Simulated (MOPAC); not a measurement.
MOPAC input (AM1):

```
AM1 1SCF UHF MS=0.5 GEO-OK AUX(PRECISION=9) THREADS=1
CH

C    -0.00000000 1   -0.00000000 1   -0.16050164 1
H     0.00000000 1    0.00000000 1    0.96300985 1
```

Q: What heat of formation does the run end on, and which ionisation energy by Koopmans theorem?

A: 144.84 kcal/mol; 9.75 eV.
